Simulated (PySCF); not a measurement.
CH₂, SMILES [CH2] (connectivity only; charge and spin as stated), charge +1, multiplicity 2.

Geometry: PBE-D3(BJ)/def2-TZVPD. The isomer is the one that the SMILES or the coordinates give; other isomers of the formula were not compared.

Method: r2SCAN/def2-TZVPD in PySCF.

Isolated molecule, no solvent.

total energy: -38.75091 hartree
point group: D∞h
α spin, highest occupied and lowest empty level: -16.53 and -14.62 eV
β spin, highest occupied and lowest empty level: -21.91 and -13.86 eV
dipole moment about the centre of nuclear charge: 0.00 D
⟨S²⟩: 0.758 (pure state 0.75)
